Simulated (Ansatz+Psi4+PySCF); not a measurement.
Values are calculated unless marked as measured or tabulated.
This PySCF input gave a total energy of -118.18394 hartree.

```python
from pyscf import gto, scf, mp

mol = gto.M(atom="""
C 0.014220 0.543850 0.000000
C 0.014220 -0.199740 1.291570
C 0.014220 -0.199740 -1.291570
H -0.322890 1.575330 0.000000
H 0.221420 0.459170 2.138480
H 0.221420 0.459170 -2.138480
H -0.955160 -0.684630 1.484630
H 0.767180 -0.995310 1.286240
H 0.767180 -0.995310 -1.286240
H -0.955160 -0.684630 -1.484630
""", basis='cc-pvtz', charge=0, spin=1)
mf = scf.UHF(mol)
mf.kernel()
pt = mp.MP2(mf, frozen=3).run()
print(mf.e_tot, pt.e_corr, pt.e_tot)
```

Write an input for Ansatz with the same method and basis set.

```yaml
crystal:
  periodic: [false, false, false]
  atoms:
    - { symbol: C, position_ang: [0.01422, 0.54385, 0.0] }
    - { symbol: C, position_ang: [0.01422, -0.19974, 1.29157] }
    - { symbol: C, position_ang: [0.01422, -0.19974, -1.29157] }
    - { symbol: H, position_ang: [-0.32289, 1.57533, 0.0] }
    - { symbol: H, position_ang: [0.22142, 0.45917, 2.13848] }
    - { symbol: H, position_ang: [0.22142, 0.45917, -2.13848] }
    - { symbol: H, position_ang: [-0.95516, -0.68463, 1.48463] }
    - { symbol: H, position_ang: [0.76718, -0.99531, 1.28624] }
    - { symbol: H, position_ang: [0.76718, -0.99531, -1.28624] }
    - { symbol: H, position_ang: [-0.95516, -0.68463, -1.48463] }
basis:
  gaussian: { orbitals: cc-pVTZ }
magnetization:
  spin_polarized: true
  initial_magnetization: 1
hamiltonian:
  xc: hf
correlation:
  method: mp2
  frozen_orbitals: { C: 1, H: 0 }
scf:
  omitted_lower_state_checks: [stability, starts, atomic_configurations, cluster_reference, orbital_swaps, given_window_search, neighbouring_geometries, increment]
```

Ansatz (development build ahead of 0.2.0) gave -118.18394 hartree, 0.07 meV from the first.
